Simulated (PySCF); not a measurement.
**TDDFT excited states: AlH6N**

Compound: AlH6N.
Atom-mapped SMILES: `[NH3+:1][AlH3-:2]` (hydrogens: H3, H4, H5 on N1; H6, H7, H8 on Al2)

Method used: PySCF, TDDFT B3LYP/def2-SVPD, vertical, gas phase, core orbitals frozen in the response. Geometry: PBE0-D3(BJ)/def2-SVP; no solvent, vibrations or thermal averaging.

| state | E (eV) | λ (nm) | ν̃ (cm⁻¹) | f | \|μ\| (D) | main configurations (H = HOMO, L = LUMO) |
| --- | --- | --- | --- | --- | --- | --- |
| S1 | 5.54 | 223.8 | 44680 | 0.0089 | 0.65 | H-1/H→L (98%) |
| S2 | 5.55 | 223.5 | 44740 | 0.0090 | 0.65 | H-1/H→L (98%) |
| S3 | 7.17 | 172.8 | 57870 | 0.027 | 0.99 | H-1/H→L+1 (≥92%) |
| S4 | 7.18 | 172.6 | 57920 | 0.027 | 0.99 | H-1/H→L+1 (≥92%) |
| S5 | 7.32 | 169.4 | 59050 | 0.0000 | 0.03 | H-1/H→L+2 (≥49%), H-1/H→L+3 (≥25%) |
| S6 | 7.49 | 165.5 | 60410 | 0.078 | 1.66 | H-2→L (52%), H-1/H→L+2 (≥15%), H-1/H→L+3 (≥11%) |
| S7 | 7.54 | 164.4 | 60840 | 0.0031 | 0.33 | H-1/H→L+4 (≥28%), H-1/H→L+2 (≥26%), H-1/H→L+3 (≥25%) |
| S8 | 7.55 | 164.2 | 60910 | 0.0031 | 0.33 | H-1/H→L+4 (≥30%), H-1/H→L+3 (≥28%), H-1/H→L+2 (≥22%) |
| S9 | 7.58 | 163.6 | 61120 | 0.048 | 1.29 | H-2→L (44%), H-1/H→L+3 (≥18%), H-1/H→L+2 (≥15%) |

Triplets (Tamm–Dancoff): T1 5.39 eV, H-1/H→L (≥95%); T2 5.39 eV, H-1/H→L (≥95%); T3 6.81 eV, H-1/H→L+1 (≥70%), H-1/H→L+4 (≥19%); T4 6.82 eV, H-1/H→L+1 (≥70%), H-1/H→L+4 (≥18%).

The lowest singlet level (S1/S2) lies at 5.54 eV (224 nm, ultraviolet) and is weak. The strongest level in the table is S6 at 7.49 eV (166 nm, f = 0.078). S1/S2, S3/S4 and S7/S8 lie within about 0.01 eV of each other in each set. Löwdin shares by element: HOMO (one of a set within 0.03 eV) hydrogen 55% or more, aluminium 38%; LUMO hydrogen 30% or more, aluminium 26%, nitrogen 18% (atoms not listed hold the other 25%). The oscillator strengths of these states sum to 0.203; summed over the whole spectrum of an exact calculation they would give the number of electrons, 26 (Thomas–Reiche–Kuhn). Of the 9 states listed, 4 reach f = 0.01 and 1 stays under 0.0005. Weighted by f, the mean energy of these states is 7.26 eV. All these states lie below the vertical ionisation energy of 9.87 eV (ΔSCF). Orbitals of the list HOMO-3 to LUMO+2 that lie within 0.01 eV of each other are written together with a slash and their weights summed (≥ marks a lower bound); for degenerate orbitals outside that list single weights are arbitrary. The window holds the lowest 10 singlets. The highest level found (7.72 eV, f 0.151 so far) is left out, since the window may have cut off a degenerate partner.

On an x86-64 server with one thread, shared host, this took 10 s.
